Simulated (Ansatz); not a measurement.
# P (model structure, started from the dhcp type, P6₃/mmc, No. 194, 4 atoms in the cell): lattice parameter a by level of theory

No measured value is used here.

| level (code) | value (Å) |
|---|---|
| PBE (Ansatz) | 2.717 |
| PBEsol (Ansatz) | 2.683 |
| PBE-D3(BJ) (Ansatz) | 2.667 |

Ansatz's density-functional and Hartree–Fock values are scalar-relativistic unless marked +SOC, with PAW data made under PBE.

A model structure was made by putting elements into a prototype or built by hand; it is no filed structure, need not be a known phase, and can be a saddle point held by its symmetry.

Ansatz is a quantum-chemistry and plane-wave program.
